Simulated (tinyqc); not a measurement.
Inside a calculation. Method: extended Hueckel theory, for CH2. One step of it, computed by the program tinyqc.

Problem. Wolfsberg-Helmholz matrix. H_ij = K' S_ij (H_ii + H_jj)/2 for i != j (the diagonal keeps H_ii), with K' = 1.5.

overlap S, lower triangle:
```
,1C 2s,1C 2px,1C 2py,1C 2pz,2H 1s,3H 1s
1C 2s,1.000000
1C 2px,0.000000,1.000000
1C 2py,0.000000,0.000000,1.000000
1C 2pz,0.000000,0.000000,0.000000,1.000000
2H 1s,0.466405,0.000000,0.391057,0.269478,1.000000
3H 1s,0.466405,0.000000,-0.391057,0.269478,0.127281,1.000000
```

diagonal H_ii (eV): 1C 2s -21.400000, 1C 2px -11.400000, 1C 2py -11.400000, 1C 2pz -11.400000, 2H 1s -13.600000, 3H 1s -13.600000

K = 1.500000

Give: H.

Solution.

H (eV), lower triangle:
```
,1C 2s,1C 2px,1C 2py,1C 2pz,2H 1s,3H 1s
1C 2s,-21.4000
1C 2px,0.0000,-11.4000
1C 2py,0.0000,0.0000,-11.4000
1C 2pz,0.0000,0.0000,0.0000,-11.4000
2H 1s,-12.2431,0.0000,-7.3323,-5.0527,-13.6000
3H 1s,-12.2431,0.0000,7.3323,-5.0527,-2.5965,-13.6000
```
